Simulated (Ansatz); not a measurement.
The input, for Ansatz 0.2.0:

```yaml
crystal:
  periodic: [false, false, false]
  atoms:
    - {symbol: F, position_ang: [-0.045817, -1.427113, -0.000001]}
    - {symbol: Ge, position_ang: [0.014783, 0.182489, -1.197682]}
    - {symbol: Ge, position_ang: [0.014783, 0.182488, 1.197682]}
    - {symbol: H, position_ang: [-1.267168, 0.596209, 0.000000]}
basis:
  gaussian: {orbitals: cc-pVDZ}
magnetization: {spin_polarized: false, initial_magnetization: 2}
correlation: {method: bccd_t, electrons: outside_noble_gas}
```

```sh
$ ansatz run in.yaml --threads 1 --pin off --events-out ev --progress --plain --max-ram 4096MiB --backend cpu
```

The program prints:

```
827 factors; integrals over basis functions are off by at most 1.1e-3 eV
mean field evaluation 1: about -115662.6836 eV, gradient 2.7e1 eV
mean field evaluation 2: about -115662.6923 eV, gradient 2.7e1 eV
mean field evaluation 4: about -115664.3599 eV, gradient 1.5e0 eV
mean field evaluation 8: about -115664.4001 eV, gradient 2.7e-3 eV
mean field evaluation 16: about -115664.4001 eV, gradient 2.5e-4 eV
mean field evaluation 32: about -115664.3495 eV, gradient 1.5e0 eV
mean field evaluation 64: about -115665.0217 eV, gradient 3.7e0 eV
mean field evaluation 96: about -115664.4000 eV, gradient 3.6e-2 eV
mean field evaluation 128: about -115662.1713 eV, gradient 3.4e-2 eV
mean field evaluation 160: about -115661.7219 eV, gradient 1.8e1 eV
mean field evaluation 192: about -115661.6828 eV, gradient 2.9e0 eV
mean field evaluation 224: about -115664.4001 eV, gradient 7.8e-6 eV
mean field evaluation 256: about -115662.1708 eV, gradient 5.6e-4 eV
mean field evaluation 288: about -115661.6490 eV, gradient 1.7e-3 eV
mean field -115665.18663276 eV, -4250.6172080746 hartree, gradient 1.4e-6 eV, S^2 2.000000; 11 other end points of the search recorded, 0 dependent functions left out
mean field evaluation 320: about -115664.4935 eV, gradient 1.9e0 eV
mean field evaluation 352: about -115664.8300 eV, gradient 3.4e0 eV
determinant -115665.18663276 eV, -4250.6172080746 hartree, with singles and doubles -115675.21679820 eV, -4250.9858098558 hartree
determinant -115664.40011802 eV, -4250.5883041908 hartree, with singles and doubles -115674.73088610 eV, -4250.9679529154 hartree
determinant -115663.72944083 eV, -4250.5636572590 hartree, with singles and doubles -115673.86457032 eV, -4250.9361163978 hartree
determinant -115662.17076330 eV, -4250.5063769160 hartree, with singles and doubles -115672.51653167 eV, -4250.8865768909 hartree
determinant -115665.18663276 eV, -4250.6172080746 hartree, with singles and doubles -115675.22081920 eV, -4250.9859576248 hartree
determinant -115664.40011802 eV, -4250.5883041908 hartree, with singles and doubles -115674.73200287 eV, -4250.9679939560 hartree
29 core orbitals not correlated: weight in the atoms' cores, before any rotation towards them, 0.964 or more for the frozen orbitals, at most 0.041 for the correlated occupied ones
reference -115665.18663276 eV, -4250.6172080746 hartree; 9, 7 occupied and 35, 37 virtual orbitals, 827 factors
second order -9.16101425 eV of doubles, -0.08505323 eV of singles
cycle   1  -10.00088768 eV  change    3.3e-2 eV  update   1.7e-2
cycle   2  -10.00183421 eV  change   -9.5e-4 eV  update   5.9e-3
cycle   3  -10.00259124 eV  change   -7.6e-4 eV  update   3.1e-3
cycle   4  -9.99890264 eV  change    3.7e-3 eV  update   1.6e-3
cycle   5  -9.99998072 eV  change   -1.1e-3 eV  update   9.2e-4
cycle   6  -10.00005651 eV  change   -7.6e-5 eV  update   5.3e-4
cycle   7  -9.99974215 eV  change    3.1e-4 eV  update   3.4e-4
cycle   8  -9.99969341 eV  change    4.9e-5 eV  update   2.0e-4
cycle   9  -9.99974417 eV  change   -5.1e-5 eV  update   1.1e-4
cycle  10  -9.99975118 eV  change   -7.0e-6 eV  update   6.2e-5
cycle  11  -9.99976985 eV  change   -1.9e-5 eV  update   3.6e-5
cycle  12  -9.99976071 eV  change    9.1e-6 eV  update   2.1e-5
cycle  13  -9.99975537 eV  change    5.3e-6 eV  update   1.0e-5
perturbative correction -0.33969390 eV, -0.0124835205 hartree
Total energy: -115675.52608202 eV, -4250.9971758267 hartree
```

Ran on 1 thread of AMD EPYC 7R13, shared host: 30 s wall, 0.24 GiB peak host memory.
